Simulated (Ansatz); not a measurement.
The input, for Ansatz 0.2.0:

```yaml
crystal:
  periodic: [false, false, false]
  atoms:
    - {symbol: Ga, position_ang: [0.003612, -0.003603, 0.007503]}
    - {symbol: H, position_ang: [0.656116, 0.660502, 1.361372]}
    - {symbol: H, position_ang: [-0.658903, -0.657697, 1.361384]}
    - {symbol: H, position_ang: [-0.914762, 0.912538, -1.900251]}
    - {symbol: H, position_ang: [0.667708, -0.666109, -1.341504]}
basis:
  gaussian: {orbitals: cc-pVDZ}
total_charge: 1
magnetization: {spin_polarized: true, initial_magnetization: 2}
correlation: {method: ccsd_t, electrons: outside_noble_gas}
```

```sh
$ ansatz run in.yaml --threads 1 --pin off --events-out ev --progress --plain --max-ram 2393MiB
```

Log:

```
493 factors; integrals over basis functions are off by at most 2.3e-3 eV
mean field evaluation 1: about -52382.3765 eV, gradient 7.4e0 eV
mean field evaluation 2: about -52382.3866 eV, gradient 7.4e0 eV
mean field evaluation 4: about -52383.3749 eV, gradient 1.1e0 eV
mean field evaluation 8: about -52383.4274 eV, gradient 1.5e-1 eV
mean field evaluation 16: about -52383.3640 eV, gradient 1.1e0 eV
mean field evaluation 32: about -52380.3704 eV, gradient 5.7e-2 eV
mean field -52383.42887383 eV, -1925.0555043498 hartree, gradient 6.0e-6 eV, S^2 2.036656; 1 other end points of the search recorded, 0 dependent functions left out
determinant -52383.42887383 eV, -1925.0555043498 hartree, with singles and doubles -52385.69579845 eV, -1925.1388122931 hartree
determinant -52380.37072931 eV, -1924.9431196118 hartree, with singles and doubles -52382.83492163 eV, -1925.0336770093 hartree
14 core orbitals not correlated: weight in the atoms' cores, before any rotation towards them, 0.999 or more for the frozen orbitals, at most 0.002 for the correlated occupied ones
reference -52383.42887383 eV, -1925.0555043498 hartree; 4, 2 occupied and 29, 31 virtual orbitals, 493 factors
second order -1.60581699 eV of doubles, -0.00000000 eV of singles
cycle   1  -2.23976937 eV  change   -1.2e-1 eV  update   1.9e-2
cycle   2  -2.24520096 eV  change   -5.4e-3 eV  update   6.8e-3
cycle   3  -2.25058476 eV  change   -5.4e-3 eV  update   3.2e-3
cycle   4  -2.25305092 eV  change   -2.5e-3 eV  update   1.6e-3
cycle   5  -2.25428188 eV  change   -1.2e-3 eV  update   8.5e-4
cycle   6  -2.25461051 eV  change   -3.3e-4 eV  update   3.6e-4
cycle   7  -2.25463548 eV  change   -2.5e-5 eV  update   1.4e-4
cycle   8  -2.25461182 eV  change    2.4e-5 eV  update   6.7e-5
cycle   9  -2.25461940 eV  change   -7.6e-6 eV  update   2.8e-5
cycle  10  -2.25462421 eV  change   -4.8e-6 eV  update   1.1e-5
cycle  11  -2.25462414 eV  change    7.4e-8 eV  update   4.2e-6
perturbative correction -0.04159436 eV, -0.0015285646 hartree
Total energy: -52385.72509233 eV, -1925.1398888233 hartree
```

Ran on 1 thread of INTEL XEON PLATINUM 8581C, shared host: 0.99 s wall, 0.12 GiB peak host memory.
